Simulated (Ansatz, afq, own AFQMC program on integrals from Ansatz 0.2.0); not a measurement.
# AlSiH₃, singlet: AFQMC among the cluster methods

```json
{"atom": "Si", "x (Å)": "-1.1719", "y (Å)": "0.0063", "z (Å)": "0.0220"}
{"atom": "Al", "x (Å)": "1.4166", "y (Å)": "-0.0076", "z (Å)": "-0.0266"}
{"atom": "H", "x (Å)": "-1.7486", "y (Å)": "1.3889", "z (Å)": "0.0076"}
{"atom": "H", "x (Å)": "-1.7365", "y (Å)": "-0.6584", "z (Å)": "1.2401"}
{"atom": "H", "x (Å)": "-1.7815", "y (Å)": "-0.7021", "z (Å)": "-1.1488"}
```

Connectivity, by distances: SiH3–Al.

Basis cc-pVDZ. Only valence electrons are correlated. Ansatz 0.2.0 and our own AFQMC program on the same integrals; the CISD trial comes from CCSD amplitudes, and released means the phaseless constraint is let go. ± is one standard error of the sampling.

Determinant: RHF, the one that the program's search chose, which needn't be the lowest solution. The geometry is a PBE0/def2-TZVP stationary point of this or a neighbouring charge and spin state.

No full CI on the walks' own integrals is used here; CCSDTQ serves as the reference and is uncertain by about the last step of the cluster series.

Cautions: restricted determinant unstable towards unrestricted (UHF 28 meV lower, ⟨S²⟩ 0.25).

The T1 diagnostic is 0.0153 and the weight of the determinant in the CISD state is 0.854. The size of the correlated space is 10 electrons in 41 orbitals.

```tsv
level	correlation energy (eV)
MP2	-4.0954
CCSD	-5.2679
CCSD(T)	-5.3982
```

Q: Estimate where phaseless AFQMC with a CISD trial lies against CCSD(T) on the same integrals.

A: 20.4 ± 2.9 meV below CCSD(T).

Reference: CCSDTQ, correlation energy -5.434 eV. The released energy is read at 2.40 1/Eh (meV from the phaseless value at times in 1/Eh: -5 ± 3 at 0.24, -7.1 ± 2.3 at 0.51, -10.2 ± 2.5 at 0.99, -15 ± 3 at 1.62, -10 ± 4 at 2.40).

```csv
level,E − E(reference) (meV),share of correlation (%)
CCSD(T),35.7,99.34
CCSDT,7.2,99.87
CCSDT(Q),0.8,99.99
ph-AFQMC/HF,-10.4 ± 21.2,100.19
ph-AFQMC/CISD,15.3 ± 2.9,99.72
released AFQMC,5.0 ± 4.0,99.91
```

CCSDT and higher add their correlation energy to the determinant of the CCSD(T) run, since their own runs factorise the integrals more tightly (a shift of under 2 meV). A walk keeps the symmetry of its determinant, which the program's search chose and which needn't be the lowest solution, so a lower state of the same spin and another symmetry isn't excluded. Released energies are given only where the last usable release times agree within the noise; a slower fall can still hide under it.
